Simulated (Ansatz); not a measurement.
```yaml
crystal:
  periodic: [false, false, false]
  atoms:
    - {symbol: Fe, position_ang: [0.000000, 0.000000, 0.000000]}
    - {symbol: N, position_ang: [0.000000, 0.000000, 2.030000]}
basis:
  gaussian: {orbitals: def2-TZVP}
magnetization: {spin_polarized: true, initial_magnetization: 5}
hamiltonian: {xc: pbe0}
relax: {f_tol: 0.004, max_steps: 80}
```

```sh
$ ansatz run in.yaml --threads 1 --pin off --events-out ev --progress --plain --max-ram 2176MiB
```

Steps of the relaxation (energy above the last step; positions in Å, forces in eV/Å):

```
2
step 1, 972.3 meV
Fe    0.000    0.000    0.000    0.000    0.000    2.665
N     0.000    0.000    2.030    0.000    0.000   -2.665
```

```
2
step 2, 560.9 meV
Fe    0.000    0.000    0.074    0.000    0.000    2.966
N     0.000    0.000    1.956    0.000    0.000   -2.966
```

```
2
step 3, 235.9 meV
Fe    0.000    0.000    0.269    0.000    0.000   -4.697
N     0.000    0.000    1.761    0.000    0.000    4.697
```

```
2
step 7, 0.0 meV
Fe    0.000    0.000    0.211    0.000    0.000    0.000
N     0.000    0.000    1.819    0.000    0.000    0.000
```

Close pairs at the end: Fe1–N2 1.608 Å.

A stationary point of unrestricted PBE0 after 7 steps, with ⟨S²⟩ = 8.846 against 8.75 for a pure state. 31 s on 1 thread of Intel Xeon Platinum 8375C, shared host.
